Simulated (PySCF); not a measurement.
**The electron affinity along the third row**

Calculated with PySCF 2.14 from differences of total energies of unrestricted determinants, without spin-orbit coupling. Values in eV. The last column holds reference values (measured affinities from photodetachment; the arrow runs from anion to atom). Unmarked ones compare directly (S terms, centres of terms, or small fine structure); those marked * lie between the lowest fine-structure levels and include a spin-orbit shift.

| element | configurations | UHF | CCSD (valence and next inner shell) | PBE0 | r2SCAN | MP2 (valence) | CCSD (valence) | reference |
| --- | --- | --- | --- | --- | --- | --- | --- | --- |
| Al (x2c-TZVPPall with one added diffuse shell each of s, p, d type, spin-free X2C) | [Ne] 3s2 3p2 → [Ne] 3s2 3p1 | 0.011 | 0.345 | 0.521 | 0.599 | 0.343 | 0.358 | 0.433 * |
| Si (x2c-TZVPPall with one added diffuse shell each of s, p, d type, spin-free X2C) | [Ne] 3s2 3p3 → [Ne] 3s2 3p2 | 0.845 | 1.295 | 1.447 | 1.532 | 1.361 | 1.303 | 1.390 * |
| P (x2c-TZVPPall with one added diffuse shell each of s, p, d type, spin-free X2C) | [Ne] 3s2 3p4 → [Ne] 3s2 3p3 | -0.347 | 0.472 | 0.764 | 0.776 | 0.400 | 0.478 | 0.747 * |
| S (x2c-TZVPPall with one added diffuse shell each of s, p, d type, spin-free X2C) | [Ne] 3s2 3p5 → [Ne] 3s2 3p4 | 0.874 | 1.805 | 2.052 | 2.119 | 1.876 | 1.809 | 2.077 * |
| Cl (x2c-TZVPPall with one added diffuse shell each of s, p, d type, spin-free X2C) | [Ar] → [Ne] 3s2 3p5 | 2.371 | 3.366 | 3.560 | 3.617 | 3.580 | 3.368 | 3.613 * |

The highest occupied level of the anion is positive for Al⁻ at PBE0, r2SCAN; Si⁻ at PBE0, r2SCAN; P⁻ at PBE0, r2SCAN; S⁻ at PBE0, r2SCAN; Cl⁻ at r2SCAN, so there the basis helps to hold the electron.

"Valence" correlates the outer s and p shells and, in groups 3 to 12 and the f block, the outer d or f shell, open or full, or the next shell where the ion has no valence electron left; the wider scheme adds the next inner shell.
